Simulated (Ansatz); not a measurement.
# C₅H₁₁Cl: one species, many methods

How much do the methods differ for C₅H₁₁Cl? The plan is to run it at one geometry with functionals of several rungs and with coupled cluster. The yardstick is the atomisation energy at the CCSD(T) limit.

The runs use Ansatz 0.2.0, Gaussian basis; functionals in def2-TZVPP, the program's frozen cores in correlated methods.

Levels to be run: LDA (SPW92), PBE-D4, revPBE-D4, BLYP-D4, r2SCAN-D4, B97M-V, PBE0-D4, B3LYP-D4, r2SCANh-D4, r2SCAN0-D4, HSE06-D4, BHLYP-D4, CAM-B3LYP-D4, LC-ωPBE, ωB97X-V, ωB97M-V, B2PLYP, PBE-QIDH; CCSD(T)/def2-SVP; CCSD(T)/def2-TZVPP; MP2/def2-QZVPP; extrapolation to the limit; RPA on PBE.

### Step 1. The relaxed structure

The geometry comes from an earlier relaxation with PBE0-D4 in a triple-zeta def2 set; it is a stationary point, not always the lowest conformer.

SMILES `CC(C)C(C)Cl`, 17 atoms, charge 0, spin multiplicity 1.

Atoms are counted from 1 here; the program's logs count them from 0.

Bond lengths: C1–C2 1.521 Å, C1–H7 1.090 Å, C1–H8 1.095 Å, C1–H9 1.092 Å, C2–C3 1.526 Å, C2–C4 1.526 Å, C2–H10 1.097 Å, C3–H11 1.091 Å, C3–H12 1.092 Å, C3–H13 1.095 Å, C4–C5 1.512 Å, C4–Cl6 1.807 Å, C4–H14 1.094 Å, C5–H15 1.092 Å, C5–H16 1.092 Å, C5–H17 1.090 Å. Angles: C2–C1–H7 111.8°, C2–C1–H8 110.6°, C2–C1–H9 110.4°, H7–C1–H8 108.1°, H7–C1–H9 108.3°, H8–C1–H9 107.6°, C1–C2–C3 110.0°, C1–C2–C4 111.9°, C1–C2–H10 108.8°, C3–C2–C4 110.6°, C3–C2–H10 108.5°, C4–C2–H10 107.0°, C2–C3–H11 112.6°, C2–C3–H12 109.9°, C2–C3–H13 111.0°, H11–C3–H12 107.6°, H11–C3–H13 108.1°, H12–C3–H13 107.4° and more.

### Step 2. LDA

This LDA is Slater exchange with PW92 correlation.

in.yaml

```yaml
crystal:
  periodic: [false, false, false]
  atoms:
    - {symbol: C, position_ang: [0.462474, 1.728935, -0.715864]}
    - {symbol: C, position_ang: [-0.118056, 0.340294, -0.495533]}
    - {symbol: C, position_ang: [0.783476, -0.709341, -1.138415]}
    - {symbol: C, position_ang: [-0.322308, 0.036857, 0.986147]}
    - {symbol: C, position_ang: [-0.842763, -1.350603, 1.285416]}
    - {symbol: Cl, position_ang: [-1.477142, 1.227637, 1.701829]}
    - {symbol: H, position_ang: [-0.172279, 2.504645, -0.287790]}
    - {symbol: H, position_ang: [1.453014, 1.809159, -0.256324]}
    - {symbol: H, position_ang: [0.575805, 1.930079, -1.783424]}
    - {symbol: H, position_ang: [-1.104953, 0.290959, -0.972009]}
    - {symbol: H, position_ang: [0.335900, -1.703913, -1.136246]}
    - {symbol: H, position_ang: [0.985986, -0.440202, -2.177270]}
    - {symbol: H, position_ang: [1.746891, -0.768203, -0.621544]}
    - {symbol: H, position_ang: [0.614436, 0.212123, 1.522456]}
    - {symbol: H, position_ang: [-0.105188, -2.104329, 1.002395]}
    - {symbol: H, position_ang: [-1.767098, -1.543471, 0.735936]}
    - {symbol: H, position_ang: [-1.048194, -1.460635, 2.350228]}
basis:
  gaussian: {orbitals: def2-TZVPP}
hamiltonian: {xc: lda}
output: {orbitals: {seedname: orbitals}}
```

Started as:

```bash
$ ansatz run in.yaml --threads 2 --pin off --events-out ev --progress --plain --max-ram 22528MiB --backend cuda --devices 0, --max-vram 18GiB
```

Further steps of the session: PBE-D4 (GGA); revPBE-D4 (GGA); BLYP-D4 (GGA); r2SCAN-D4 (meta-GGA); B97M-V (meta-GGA); PBE0-D4 (hybrid); B3LYP-D4 (hybrid); r2SCANh-D4 (hybrid); r2SCAN0-D4 (hybrid); HSE06-D4 (hybrid); BHLYP-D4 (hybrid); CAM-B3LYP-D4 (range-separated); LC-ωPBE (range-separated); ωB97X-V (range-separated); ωB97M-V (range-separated); B2PLYP (double hybrid); PBE-QIDH (double hybrid); CCSD(T) in def2-SVP; CCSD(T) in def2-TZVPP; MP2 in def2-QZVPP; RPA on PBE orbitals.

**Question.** What will the summary of the whole plan be? Wanted: atomisation energy, CCSD(T)/CBS; farthest beyond LDA; mean size of error, GGA; mean size of error, meta-GGA; mean size of error, hybrid; mean size of error, range-separated; mean size of error, double hybrid; gap, smallest and largest; T1 diagnostic.

The runs gave:

| quantity | value |
| --- | --- |
| atomisation energy, CCSD(T)/CBS | 68.468 eV |
| functionals within 0.342 eV (0.5 %) | revPBE-D4, r2SCAN-D4, B97M-V, B3LYP-D4, r2SCANh-D4, CAM-B3LYP-D4, LC-ωPBE, ωB97X-V, ωB97M-V, PBE-QIDH |
| farthest beyond LDA | BHLYP-D4 (-1.497 eV) |
| mean size of error, GGA | 0.633 eV |
| mean size of error, meta-GGA | 0.145 eV |
| mean size of error, hybrid | 0.510 eV |
| mean size of error, range-separated | 0.157 eV |
| mean size of error, double hybrid | 0.381 eV |
| gap, smallest and largest | 6.48 eV (LDA (SPW92)), 14.08 eV (LC-ωPBE) |
| T1 diagnostic | 0.0088 |
| triples share of the correlation energy | 3.9 % |

The LDA atomisation energy is off by 9.181 eV (13 %): it overbinds. PBE-D4 misses by +1.197 eV. Double hybrids carry the basis error of their MP2 part in triple zeta, and no dispersion term here, so their miss is partly the set-up's. The rungs meta-GGA, range-separated miss on average by less than the doubt on the reference (0.342 eV), so they tie. Misses under about 0.342 eV are within the doubt on the reference itself, which lacks core-valence correlation, relativity and higher excitations. Hartree-Fock recovers 76 % of the binding; the rest is correlation. CCSD(T) in def2-SVP is off by -2.595 eV, worse than the median functional, from the basis alone. The gap grows from 6.5 to 14.1 eV across the functionals, mostly with the share of exact exchange.
